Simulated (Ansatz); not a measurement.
Ansatz (a program for electronic structure) input:

Ansatz 0.2 input:
```yaml
crystal:
  periodic: [false, false, false]
  atoms:
    - {symbol: C, position_ang: [-0.02065591, -0.69117402, 0.00191644]}
    - {symbol: C, position_ang: [0.00318902, 0.79171158, -0.00228017]}
    - {symbol: H, position_ang: [0.99466639, -1.11708979, 0.00736434]}
    - {symbol: H, position_ang: [-0.52510368, -1.08729619, 0.88639995]}
    - {symbol: H, position_ang: [-0.51775387, -1.09242584, -0.88441419]}
    - {symbol: H, position_ang: [0.07265744, 1.34947244, 0.92131550]}
    - {symbol: H, position_ang: [0.08033507, 1.34411399, -0.92848321]}
basis:
  gaussian:
    orbitals: aug-cc-pVDZ
magnetization: {spin_polarized: true, initial_magnetization: 1}
correlation: {method: ccsd_t, electrons: outside_noble_gas}
output: {forces: true}
```

### Question
Which total energy does the run end on?

### Answer
-78.93062 Eh (CCSD(T)/aug-cc-pVDZ). The basis has 91 functions.

It need not be the lowest isomer of its formula.
